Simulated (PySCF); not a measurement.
**SiH2SF (SMILES F[SiH]S): UM06/6-311+G(d,p) (density fitting with cc-pvdz-jkfit, Cartesian functions)**

Aim: the vertical electron affinity of SiH2SF at UM06/6-311+G** (density fitting with cc-pvdz-jkfit, Cartesian functions), from 2 runs. 

Program for the calculation: PySCF 2.14.0.

2 further runs of the same task are left out: 1 that didn't finish, 1 set aside as unsound or not needed.

## (1) The molecule

SiH2SF: 5 atoms, total charge 0, spin state doublet. As SMILES, `F[SiH]S`. Geometry: relaxed at PBE0-D4/def2-TZVP. This is one conformer, not always the lowest.

Bond lengths: F1–Si2 1.603 Å, Si2–S3 2.122 Å, Si2–H4 1.489 Å, S3–H5 1.344 Å. Angles: F1–Si2–S3 112.5°, F1–Si2–H4 107.6°, S3–Si2–H4 105.3°, Si2–S3–H5 95.0°.

## (2) The stability of the SCF solution at UM06/6-311+G(d,p) (density fitting with cc-pvdz-jkfit, Cartesian functions)

Input file calc.py:

```python
from pyscf import gto, dft

mol = gto.M(
    atom='''
F   -1.242300  -0.527200   1.134200
Si  -0.629400  -0.168000  -0.303300
S    1.400700   0.438500  -0.191800
H   -0.621800  -1.416500  -1.115500
H    1.142700   1.599500   0.435000
''',
    basis='6-311+g**',
    spin=1,
    verbose=4,
    symmetry=True,
    max_memory=1860,
    cart=True,
)

mf = dft.UKS(mol)
mf.xc = 'm06'
mf = mf.density_fit(auxbasis='cc-pvdz-jkfit')
mf.max_cycle = 100
mf = mf.newton()
mf.kernel()

e_final = mf.e_tot
print(f'total energy: {e_final:.8f} hartree')
mo_i, mo_e, stable_i, stable_e = mf.stability(internal=True, external=True, return_status=True)
print('stable: internal', stable_i, 'external', stable_e)
```

Started as:

```bash
$ OMP_NUM_THREADS=1 python calc.py
```

What it wrote:

```text
PySCF version 2.14.0

[INPUT] num. atoms = 5
[INPUT] num. electrons = 41
[INPUT] charge = 0
[INPUT] spin (= nelec alpha-beta = 2S) = 1
[INPUT] symmetry True subgroup None
[INPUT] Mole.unit = angstrom
[INPUT] Cartesian GTO integrals (6d 10f)
[INPUT] Symbol           X                Y                Z      unit          X                Y                Z       unit  Magmom
[INPUT]  1 F     -1.242300000000  -0.527200000000   1.134200000000 AA   -2.347606764547  -0.996263612871   2.143327370482 Bohr   0.0
[INPUT]  2 Si    -0.629400000000  -0.168000000000  -0.303300000000 AA   -1.189393622801  -0.317473988927  -0.573153933581 Bohr   0.0
[INPUT]  3 S      1.400700000000   0.438500000000  -0.191800000000 AA    2.646939382678   0.828644905622  -0.362449470692 Bohr   0.0
[INPUT]  4 H     -0.621800000000  -1.416500000000  -1.115500000000 AA   -1.175031704255  -2.676797055446  -2.107989491952 Bohr   0.0
[INPUT]  5 H      1.142700000000   1.599500000000   0.435000000000 AA    2.159390042540   3.022616936242   0.822030864186 Bohr   0.0

nuclear repulsion = 142.484404766028
point group symmetry = C1
symmetry origin: [0. 0. 0.]
symmetry axis x: [1. 0. 0.]
symmetry axis y: [0. 1. 0.]
symmetry axis z: [0. 0. 1.]
num. orbitals of irrep A = 97
number of shells = 46
number of NR pGTOs = 152
number of NR cGTOs = 97
basis = 6-311+g**
ecp = {}

******** <class 'pyscf.soscf.newton_ah.SecondOrderDFUKS'> ********
method = SecondOrderDFUKS
initial guess = minao
damping factor = 0
level_shift factor = 0
DIIS = <class 'pyscf.scf.diis.CDIIS'>
diis_start_cycle = 1
diis_space = 8
diis_damp = 0
SCF conv_tol = 1e-09
SCF conv_tol_grad = None
SCF max_cycles = 100
direct_scf = False
number electrons alpha = 21  beta = 20
XC library pyscf.dft.libxc version 7.0.0
    S. Lehtola, C. Steigemann, M. J.T. Oliveira, and M. A.L. Marques.,  SoftwareX 7, 1–5 (2018)
XC functionals = m06
    Y. Zhao and D. G. Truhlar.,  Theor. Chem. Acc. 120, 215 (2008)
    Y. Zhao and D. G. Truhlar.,  Theor. Chem. Acc. 120, 215 (2008)
radial grids:
    Treutler-Ahlrichs [JCP 102, 346 (1995); DOI:10.1063/1.469408] (M4) radial grids

becke partition: Becke, JCP 88, 2547 (1988); DOI:10.1063/1.454033
pruning grids: <function nwchem_prune>
grids dens level: 3
symmetrized grids: True
atomic radii adjust function: <function treutler_atomic_radii_adjust>
small_rho_cutoff = 0
******** <class 'pyscf.df.df_jk.DFUKS'> Newton solver flags ********
SCF tol = 1e-09
conv_tol_grad = None
max. SCF cycles = 100
direct_scf = False
max_cycle_inner = 12
max_stepsize = 0.05
ah_start_tol = 1e+09
ah_level_shift = 0
ah_conv_tol = 1e-12
ah_lindep = 1e-14
ah_start_cycle = 1
ah_max_cycle = 40
ah_grad_trust_region = 2.5
kf_interval = 4
kf_trust_region = 5
canonicalization = True
Set conv_tol_grad to 3.16228e-05
tot grids = 71944
******** <class 'pyscf.df.df.DF'> ********
auxbasis = cc-pvdz-jkfit
[... the frontier-level lines of each cycle are left out ...]


Initial guess E= -788.677237894083  |g|= 0.449953
macro= 0  E= -788.744693885237  delta_E= -0.067456  |g|= 0.0567932  3 KF 10 JK
macro= 1  E= -788.74574309746  delta_E= -0.00104921  |g|= 0.00252932  3 KF 10 JK
macro= 2  E= -788.745743186875  delta_E= -8.94147e-08  |g|= 3.69973e-05  2 KF 6 JK
macro= 3  E= -788.745743186878  delta_E= -2.95586e-12  |g|= 8.53021e-06  1 KF 2 JK
Canonicalize SCF orbitals
macro X = 4  E=-788.745743186878  |g|= 8.53021e-06  total 10 KF 33 JK
converged SCF energy = -788.745743186878  <S^2> = 0.75142927  2S+1 = 2.0014288
total energy: -788.74574319 hartree
uhf_internal: lowest eigs of H = [0.24887923 0.33270801 0.33756613]
<class 'pyscf.soscf.newton_ah.SecondOrderDFUKS'> wavefunction is stable in the internal stability analysis
uhf_real2complex: lowest eigs of H = [0.11499715 0.15563181 0.15725334]
<class 'pyscf.soscf.newton_ah.SecondOrderDFUKS'> wavefunction is stable in the real -> complex stability analysis
uhf_external: lowest eigs of H = [-0.01780236  0.10479768  0.11731627]
<class 'pyscf.soscf.newton_ah.SecondOrderDFUKS'> wavefunction has an UHF/UKS -> GHF/GKS instability
stable: internal True external False
```

It took 4.7 min on 1 thread of Intel Xeon Platinum 8488C (Sapphire Rapids), shared host; peak memory 0.62 GiB.

## (3) The singlet anion

Input file calc.py:

```python
from pyscf import gto, dft

molecule = gto.Mole()
molecule.atom = '''
F       -1.242300      -0.527200       1.134200
Si      -0.629400      -0.168000      -0.303300
S        1.400700       0.438500      -0.191800
H       -0.621800      -1.416500      -1.115500
H        1.142700       1.599500       0.435000
'''
molecule.charge = -1
molecule.symmetry = True
molecule.spin = 0
molecule.cart = True
molecule.basis = '6-311+g**'
molecule.max_memory = 1860
molecule.verbose = 4
molecule.build()

mf = dft.RKS(molecule, xc='m06')
mf = mf.density_fit(auxbasis='cc-pvdz-jkfit')
mf.max_cycle = 100
mf.kernel()
if not mf.converged:
    mf = mf.newton().run(mf.mo_coeff, mf.mo_occ)

etot = mf.e_tot
print(f'total energy: {etot:.8f} hartree')
mo_i, mo_e, stable_i, stable_e = mf.stability(internal=True, external=True, return_status=True)
print('stable: internal', stable_i, 'external', stable_e)
```

Started as:

```bash
$ OMP_NUM_THREADS=1 python calc.py
```

What it wrote:

```text
PySCF version 2.14.0

[INPUT] num. atoms = 5
[INPUT] num. electrons = 42
[INPUT] charge = -1
[INPUT] spin (= nelec alpha-beta = 2S) = 0
[INPUT] symmetry True subgroup None
[INPUT] Mole.unit = angstrom
[INPUT] Cartesian GTO integrals (6d 10f)
[INPUT] Symbol           X                Y                Z      unit          X                Y                Z       unit  Magmom
[INPUT]  1 F     -1.242300000000  -0.527200000000   1.134200000000 AA   -2.347606764547  -0.996263612871   2.143327370482 Bohr   0.0
[INPUT]  2 Si    -0.629400000000  -0.168000000000  -0.303300000000 AA   -1.189393622801  -0.317473988927  -0.573153933581 Bohr   0.0
[INPUT]  3 S      1.400700000000   0.438500000000  -0.191800000000 AA    2.646939382678   0.828644905622  -0.362449470692 Bohr   0.0
[INPUT]  4 H     -0.621800000000  -1.416500000000  -1.115500000000 AA   -1.175031704255  -2.676797055446  -2.107989491952 Bohr   0.0
[INPUT]  5 H      1.142700000000   1.599500000000   0.435000000000 AA    2.159390042540   3.022616936242   0.822030864186 Bohr   0.0

nuclear repulsion = 142.484404766028
point group symmetry = C1
symmetry origin: [0. 0. 0.]
symmetry axis x: [1. 0. 0.]
symmetry axis y: [0. 1. 0.]
symmetry axis z: [0. 0. 1.]
num. orbitals of irrep A = 97
number of shells = 46
number of NR pGTOs = 152
number of NR cGTOs = 97
basis = 6-311+g**
ecp = {}

******** <class 'pyscf.df.df_jk.DFRKS'> ********
method = DFRKS
initial guess = minao
damping factor = 0
level_shift factor = 0
DIIS = <class 'pyscf.scf.diis.CDIIS'>
diis_start_cycle = 1
diis_space = 8
diis_damp = 0
SCF conv_tol = 1e-09
SCF conv_tol_grad = None
SCF max_cycles = 100
direct_scf = False
XC library pyscf.dft.libxc version 7.0.0
    S. Lehtola, C. Steigemann, M. J.T. Oliveira, and M. A.L. Marques.,  SoftwareX 7, 1–5 (2018)
XC functionals = m06
    Y. Zhao and D. G. Truhlar.,  Theor. Chem. Acc. 120, 215 (2008)
    Y. Zhao and D. G. Truhlar.,  Theor. Chem. Acc. 120, 215 (2008)
radial grids:
    Treutler-Ahlrichs [JCP 102, 346 (1995); DOI:10.1063/1.469408] (M4) radial grids

becke partition: Becke, JCP 88, 2547 (1988); DOI:10.1063/1.454033
pruning grids: <function nwchem_prune>
grids dens level: 3
symmetrized grids: True
atomic radii adjust function: <function treutler_atomic_radii_adjust>
small_rho_cutoff = 0
Set gradient conv threshold to 3.16228e-05
Initial guess from minao.
tot grids = 71944
******** <class 'pyscf.df.df.DF'> ********
auxbasis = cc-pvdz-jkfit
init E= -788.855937026161
  HOMO = -0.175696591978607  LUMO = -0.031260604558969  gap/eV = 3.93030
cycle= 1 E= -788.702935467832  delta_E= 0.153  |g|= 0.657  |ddm|=  2.1
  HOMO = 0.0854334064148294  LUMO = 0.106198384913121  gap/eV = 0.56504
cycle= 2 E= -788.560783301568  delta_E= 0.142  |g|= 1.13  |ddm|= 12.7
  HOMO = 0.0276269287723054  LUMO = 0.105958776019957  gap/eV = 2.13152
cycle= 3 E= -788.787763424901  delta_E= -0.227  |g|= 0.0857  |ddm|= 11.6
  HOMO = 0.026272390947895  LUMO = 0.116339245253617  gap/eV = 2.45084
cycle= 4 E= -788.789392696764  delta_E= -0.00163  |g|= 0.0548  |ddm|= 0.717
  HOMO = 0.0267247609270385  LUMO = 0.11613494219545  gap/eV = 2.43297
cycle= 5 E= -788.790144703984  delta_E= -0.000752  |g|= 0.0058  |ddm|= 0.152
  HOMO = 0.0273088643557775  LUMO = 0.112260526416216  gap/eV = 2.31165
cycle= 6 E= -788.790156137157  delta_E= -1.14e-05  |g|= 0.00145  |ddm|= 0.0587
  HOMO = 0.0273857775922582  LUMO = 0.111673888135272  gap/eV = 2.29360
cycle= 7 E= -788.790157252708  delta_E= -1.12e-06  |g|= 0.00068  |ddm|= 0.0112
  HOMO = 0.0273259314497007  LUMO = 0.11165681134782  gap/eV = 2.29476
cycle= 8 E= -788.79015749926  delta_E= -2.47e-07  |g|= 0.000204  |ddm|= 0.00854
  HOMO = 0.0274003420987085  LUMO = 0.1116534012067  gap/eV = 2.29264
cycle= 9 E= -788.790157523458  delta_E= -2.42e-08  |g|= 8.06e-05  |ddm|= 0.00227
  HOMO = 0.0273896579230137  LUMO = 0.111653878262315  gap/eV = 2.29295
cycle= 10 E= -788.790157526212  delta_E= -2.75e-09  |g|= 2.41e-05  |ddm|= 0.000838
  HOMO = 0.0273950227614989  LUMO = 0.111646864943767  gap/eV = 2.29261
cycle= 11 E= -788.790157526477  delta_E= -2.65e-10  |g|= 1.05e-05  |ddm|= 0.000158
  HOMO = 0.0273940461390391  LUMO = 0.111647825694991  gap/eV = 2.29266
Extra cycle  E= -788.790157526484  delta_E= -7.5e-12  |g|= 1.21e-05  |ddm|= 8.94e-05
converged SCF energy = -788.790157526484
total energy: -788.79015753 hartree
rhf_internal: lowest eigs of H = [0.2860211  0.35112094 0.36036191]
<class 'pyscf.df.df_jk.DFRKS'> wavefunction is stable in the internal stability analysis
rhf_real2complex: lowest eigs of H = [0.05130655 0.06550733 0.06748228]
<class 'pyscf.df.df_jk.DFRKS'> wavefunction is stable in the real -> complex stability analysis
rhf_external: lowest eigs of H = [0.05787008 0.07708714 0.08201411]
<class 'pyscf.df.df_jk.DFRKS'> wavefunction is stable in the RHF/RKS -> UHF/UKS stability analysis
stable: internal True external True
```

It took 2.3 min on 1 thread of Intel Xeon Platinum 8488C (Sapphire Rapids), shared host; peak memory 0.6 GiB.

## (4) What came out

Level: UM06/6-311+G** (density fitting with cc-pvdz-jkfit, Cartesian functions).

```
                                                            quantity          value
                                        doublet SiH2SF: total energy  -788.74574 Eh
                                       doublet SiH2SF: dipole moment         1.36 D
                  doublet SiH2SF: HOMO energy (highest over α and β)       -6.33 eV
                   doublet SiH2SF: LUMO energy (lowest over α and β)       -3.33 eV
                                                doublet SiH2SF: ⟨S²⟩          0.751
                                         singlet anion: total energy  -788.79016 Eh
                                          singlet anion: HOMO energy        0.75 eV
                                          singlet anion: LUMO energy        3.04 eV
singlet anion: HOMO–LUMO gap (to an unbound level, set by the basis)        2.29 eV
                   vertical electron affinity (to the singlet anion)       1.209 eV
```

In words: At fixed nuclei the extra electron is bound by 1.21 eV (28 kcal/mol). Mulliken charges (doublet SiH2SF) run from -0.23 on F1 to +0.30 on Si2; in a basis this large or diffuse they mean little. The HOMO (singlet anion) lies at positive energy, 0.75 eV; only total energies tell whether the electron is bound.
